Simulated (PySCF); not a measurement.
Molecule: 1,4-dioxane (SMILES C1OCCOC1).

Bonds (- single, = double, # triple, : aromatic): C1-C2, C2-O3, O3-C4, C4-C5, C5-O6, O6-C1. C1 carries H7, H8; C2 carries H9, H10; C4 carries H11, H12; C5 carries H13, H14.

Frames of a GFN2-xTB Langevin trajectory at 300 K; GIAO PBE0/pcSseg-1 shieldings in PySCF, gas phase, non-relativistic; equivalent atoms averaged within each frame.

δ = σ(ref) − σ, references computed at the same level: TMS for 13C (σref 186.93) and 1H (σref 31.72); H2O for 17O (σref 336.08). The references are static minima.

Task: How do the shifts (ppm) fluctuate along the trajectory?

Result: 
```tsv
time (fs)	C1/C2/C4/C5	O3/O6	H7/H8/H9/H10/H11/H12/H13/H14
optimised geometry	71.2	40.6	3.71
250	74.2	57.2	4.11
425	68.4	30.1	4.11
625	70.5	38.0	4.06
800	70.3	48.1	3.55
1000	77.6	62.4	4.02
mean of frames	72.2	47.1	3.97
standard deviation	3.7	13.3	0.24
```

5 frames give an uncertainty of the mean of about the standard deviation over 2.2 at best, since frames this close in time may not be independent; classical motion lacks zero-point vibration, and the reference would need the same averaging.
